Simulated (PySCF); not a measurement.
Compound: C3H4FN.
SMILES with atom numbers: `[CH2:1]=[N:2]/[CH:3]=[CH:4]\[F:5]` (hydrogens: H6, H7 on C1; H8 on C3; H9 on C4)

Computed with PySCF at PBE0/pcSseg-1 and CAM-B3LYP/def2-SVPD, non-relativistic, on one gas-phase PBE0-D3(BJ)/def2-SVP geometry that isn't relaxed in the solvent. The solvent is an IEF-PCM continuum (Bondi radii, 1.10 Å for H, scaled by 1.2). Only the electrostatic response of the medium enters.

Gas phase at PBE0/pcSseg-1: HOMO -7.16 eV, LUMO -1.24 eV, dipole 2.65 D.

Question: What does the continuum do to the energy, the frontier levels and the dipole at PBE0/pcSseg-1 in chloroform and acetonitrile?

Answer: 
| solvent | ε | E(solvent) − E(gas) (kcal/mol) | polarisation term (kcal/mol) | distortion of the solute (kcal/mol) | HOMO (eV) | LUMO (eV) | dipole (D) |
| --- | --- | --- | --- | --- | --- | --- | --- |
| chloroform | 4.711 | -3.70 | -4.27 | 0.57 | -7.12 | -1.18 | 3.23 |
| acetonitrile | 35.69 | -5.31 | -6.51 | 1.20 | -7.12 | -1.18 | 3.49 |

Polarisation term: ½ Σ q·V over the induced surface charges. Distortion: the rise of the solute's own energy as its density leaves the gas-phase optimum. From chloroform to acetonitrile the lowering changes by a factor 1.43, Onsager's factor (ε − 1)/(2ε + 1) by 1.35 and ε itself by 7.6.

Question: Which radius a makes the point-dipole formula ΔE = −[(ε − 1)/(2ε + 1)]·μ²/a³ give the value in acetonitrile, with the gas-phase dipole?

Answer: μ = 1.041 au and |ΔE| = 0.00846 Eh give a = 2.09 Å; the farthest nucleus lies 2.78 Å from the centroid of the nuclei, so such a sphere wouldn't even hold the nuclei. The formula assumes a rigid point dipole at the centre of a sphere.

Question: Which Hirshfeld charges (PBE0/pcSseg-1) respond most in acetonitrile (means over atoms taken as equivalent)?

Answer: 
| atoms | environment | gas (e) | solvent (e) | change |
| --- | --- | --- | --- | --- |
| N2 | imine nitrogen | -0.148 | -0.184 | -0.036 |
| F5 | vinyl fluorine | -0.066 | -0.084 | -0.018 |
| H7 | hydrogen on a C=N carbon | +0.042 | +0.059 | +0.017 |
| H8 | vinylic hydrogen | +0.042 | +0.057 | +0.015 |
| H9 | vinylic hydrogen | +0.062 | +0.075 | +0.013 |
| C1 | imine carbon | +0.005 | +0.015 | +0.010 |

Question: How do the nuclear quadrupole coupling constants eQVzz/h respond in acetonitrile?

Answer: 
```tsv
nucleus	Q (barn)	gas (MHz)	solvent (MHz)	η gas	η solvent
14N at N2	0.02044	-5.71	-5.51	0.41	0.38
```

Gas phase at CAM-B3LYP/def2-SVPD: HOMO -8.50 eV, LUMO -0.27 eV, dipole 2.80 D.

Question: What does the continuum do to the energy, the frontier levels and the dipole at CAM-B3LYP/def2-SVPD in chloroform and acetonitrile?

Answer: 
```
     solvent      ε  E(solvent) − E(gas) (kcal/mol)  polarisation term (kcal/mol)  distortion of the solute (kcal/mol)  HOMO (eV)  LUMO (eV)  dipole (D)
  chloroform  4.711                           -3.76                         -4.45                                 0.69      -8.45      -0.17        3.50
acetonitrile  35.69                           -5.44                         -6.93                                 1.49      -8.45      -0.16        3.83
```

Question: How does the static polarisability (CAM-B3LYP/def2-SVPD, frozen core, with the continuum's full static response) change?

Answer: 
```tsv
medium	isotropic (au)	principal values (au)	⟨r²⟩ of the electrons (bohr²)
gas	51.1	30.4, 42.6, 80.3	457.7
chloroform	62.6	36.2, 51.1, 100.5	456.6
acetonitrile	67.5	39.4, 55.1, 108.2	456.1
```

The isotropic value in acetonitrile is 1.32 times the gas-phase one; no cavity-field correction is applied. ⟨r²⟩ is taken about the centre of nuclear charge.

The run took about 15 s of CPU time (one thread, shared machine). This is the whole shielding run at PBE0/pcSseg-1 in acetonitrile, SCF included.

Shape of the structure used: `[CH2:1]=[N:2]/[CH:3]=[CH:4]\[F:5]`: C1–N2–C3–C4 180°.
